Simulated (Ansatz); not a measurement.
fcc Rh

Calculation: PBEsol in Ansatz (plane waves, PAW).

Numerical settings: plane-wave cutoff 520 eV, 30×30×30 k mesh, Fermi–Dirac smearing 0.06 eV (set by the program), no spin polarisation, scalar-relativistic PAW data made under PBE.

Cell: relaxed at this level.

- elastic constant C11 = 471 GPa
- elastic constant C12 = 208 GPa
- elastic constant C44 = 211 GPa
- Voigt–Reuss–Hill bulk modulus = 295 GPa
- polycrystal shear modulus (Hill average) = 175 GPa
- Young modulus = 438 GPa
- Poisson ratio = 0.253

Measured, for comparison: elastic constant C11 413 GPa, elastic constant C12 194 GPa, elastic constant C44 184 GPa (temperature not stated, no zero-point or thermal correction; as tabulated in Mehl and Papaconstantopoulos (1996), arXiv:mtrl-th/9602003). Computed (rounded) less measured: elastic constant C11 +14 %, elastic constant C12 +7 %, elastic constant C44 +15 %. A static lattice is as a rule a little smaller and stiffer than an uncorrected measurement, which narrows the difference in the elastic constant C12 and would widen misses of the other sign.

Elastic constants are with the ions relaxed.

The result took very roughly 5 core-minutes.

Ansatz is an electronic-structure program.
